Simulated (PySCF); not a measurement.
**Spin states of Na₂⁺**

Unrestricted PBE0; basis Na 6-31G(d,p); no relativity; PySCF 2.14. Outer shells of the fragments: Na+ closed shells only; Na 3s1.

Followed along the bond (rough minima from three points):

```tsv
2Ms+1	unpaired	⟨S²⟩ at the start	R at minimum (Å)	Te (eV)
2	σ ↑	0.75	3.62	0.00
```

Solutions found at the starting distance of 3.250 Å, counted from the lowest of them; the search is not exhaustive and high or unbound solutions are not listed, so other states can lie among these:

| 2Ms+1 | unpaired | term | E (eV) | ⟨S²⟩ | ⟨Lz²⟩ |
| --- | --- | --- | --- | --- | --- |
| 2 | σ ↑ | ²Σ⁺ | 0.00 | 0.75 | 0.00 |
| 2 | π ↑ | ²Π | 2.99 | 0.75 | 1.00 |

A term symbol is given only where ⟨S²⟩ and ⟨Lz²⟩ are close to those of a pure state; real π, δ and φ orbitals otherwise mix terms, and g/u labels are left off.

Counting both spins, an empty level lies below a filled one in some of these solutions, because spin and occupation are held.
